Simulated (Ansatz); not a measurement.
# SiNHO (triplet): from Hartree-Fock to the top rungs, cc-pVDZ

How much of the correlation energy of SiNHO (triplet) does each wave-function method recover here?

Method: cc-pVDZ, core rule «outside noble gas», up to 7 orbitals frozen; program: Ansatz 0.2.0, Gaussian basis.

The runs, in order: UHF; CCSD(T) on ROHF; CCSD(T) on UHF; BCCD(T) on ROHF; CISD as a restricted active space (open shells left free, so some higher excitations enter); CCSDT(Q) on ROHF; CCSDT(Q) on UHF.

31 further runs of the same task are left out: 4 for a known fault of the program, 8 that didn't finish, 19 set aside as unsound or not needed. Runs told in other sessions of the task aren't counted.

## 1. What is computed

The geometry is a PBE0/def2-TZVP stationary point (not a proven minimum).

4 atoms, charge 0, spin multiplicity 3.

Atoms are counted from 1 here; the program's logs count them from 0.

Bond lengths: O1–N2 1.191 Å, N2–Si3 1.782 Å, Si3–H4 1.519 Å. Angles: O1–N2–Si3 136.4°, N2–Si3–H4 90.8°.

## 2. UHF

in.yaml

```yaml
crystal:
  periodic: [false, false, false]
  atoms:
    - {symbol: O, position_ang: [0.000000, -0.144299, 1.624079]}
    - {symbol: N, position_ang: [0.000000, 0.380867, 0.555568]}
    - {symbol: Si, position_ang: [0.000000, -0.153981, -1.144069]}
    - {symbol: H, position_ang: [0.000000, 1.288393, -1.621334]}
basis:
  gaussian: {orbitals: cc-pVDZ}
magnetization: {spin_polarized: true, initial_magnetization: 2}
hamiltonian: {xc: hf}
output: {orbitals: {seedname: orbitals}}
```

Command:

```
$ ansatz run in.yaml --threads 1 --pin off --events-out ev --progress --plain --max-ram 2393MiB
```

After this run come: CCSD(T) on ROHF; CCSD(T) on UHF; BCCD(T) on ROHF; CISD as a restricted active space (open shells left free, so some higher excitations enter); CCSDT(Q) on ROHF; CCSDT(Q) on UHF.

Q: Predict the results of all the runs planned. Wanted: UCCSDT(Q) from the RHF energy; RMP2 from UCCSDT(Q); UMP2 from UCCSDT(Q); RCCSD from UCCSDT(Q); RCCSD(T) from UCCSDT(Q); UCCSD(T) from UCCSDT(Q); RCCSDT(Q) from UCCSDT(Q); T1 diagnostic.

**Answer**, as computed:

| quantity | value |
| --- | --- |
| UCCSDT(Q) from the ROHF energy | -12.5049 eV |
| RMP2 from UCCSDT(Q) | +1095.5 meV |
| UMP2 from UCCSDT(Q) | +1353.3 meV |
| RCCSD from UCCSDT(Q) | +545.2 meV |
| RCCSD(T) from UCCSDT(Q) | +108.9 meV |
| UCCSD(T) from UCCSDT(Q) | +112.5 meV |
| RCCSDT(Q) from UCCSDT(Q) | +4.8 meV |
| levels within 1 kcal/mol (43 meV) | RCCSDT(Q) |
| T1 diagnostic | 0.038 |

**Reading.** RCCSD(T) lands +108.9 meV from the yardstick (0.9 % of the correlation energy). These misses are within one basis, not against nature; the frozen cores of restricted and unrestricted runs differ, which can shift their rows.

With open shells the CI space here admits some higher excitations, so it is larger than plain CISD.
